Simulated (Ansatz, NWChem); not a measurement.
## Heat of formation of C2H4F2 (1,1-difluoroethane) from total energies

The species is C2H4F2 (8 atoms), meant as a singlet with charge 0. SMILES: `CC(F)F`. The shape is that of a PBE0-D4/def2-TZVP optimisation.

Total energies at HF/6-311G(2df,2pd) (NWChem 7.3.0); the atoms run unrestricted:

| species | state | energy (Eh) |
| --- | --- | --- |
| C2H4F2 | singlet | -277.040449 |
| C | triplet | -37.689682 |
| F | doublet | -99.398704 |
| H | doublet | -0.499810 |

Harmonic wavenumbers at PBE0-D4/def2-TZVP, in cm⁻¹: 234, 384, 470, 573, 882, 957, 1155, 1159, 1169, 1384, 1386, 1434, 1477, 1477, 3072, 3075, 3160, 3162.

Measured heats of formation of the gaseous atoms at 298.15 K, in kJ/mol: C 716.9, F 79.4, H 218.0. Spin-orbit lowering of the atoms at 298 K (mean of the ground term's levels less their thermal mean, from spectra), in kJ/mol: C 0.02, F 1.29. Take 1 Eh = 2625.50 kJ/mol, 1 cm⁻¹ = 0.0119627 kJ/mol, RT = 2.479 kJ/mol.

Task: What heat of formation follows?

Result: 
1. Electronic atomisation energy: 2 × (-37.689682) + 2 × (-99.398704) + 4 × (-0.499810) − (-277.040449) = 0.864437 Eh = 2269.6 kJ/mol.
2. Zero-point energy: half the sum of the wavenumbers, 13305 cm⁻¹ = 159.2 kJ/mol.
3. Thermal vibrational enthalpy, Σ hcν̃/(exp(hcν̃/kT) − 1): 3.8 kJ/mol. Translation, rotation and pV of a non-linear molecule: 4 RT = 9.9 kJ/mol.
4. The 8 free atoms carry 5/2 RT each: 49.6 kJ/mol.
5. Spin-orbit coupling lowers the free atoms by 2 × 0.02 + 2 × 1.29 = 2.6 kJ/mol.
6. Atomisation enthalpy at 298 K: 2269.6 − 2.6 − 159.2 − 3.8 − 9.9 + 49.6 = 2143.7 kJ/mol.
7. Sum of the atoms' heats of formation: 2464.6 kJ/mol. Heat of formation: 2464.6 − 2143.7 = +320.9 kJ/mol.

The tabulated value is -500.5 kJ/mol (Active Thermochemical Tables), so this level is off by +821.4 kJ/mol, or 27.7 % of the atomisation enthalpy. Hartree–Fock leaves out correlation, which is larger in the molecule than in the atoms, so it underbinds and puts the heat of formation too high. Anharmonicity and any spin-orbit splitting of the molecule are left out.
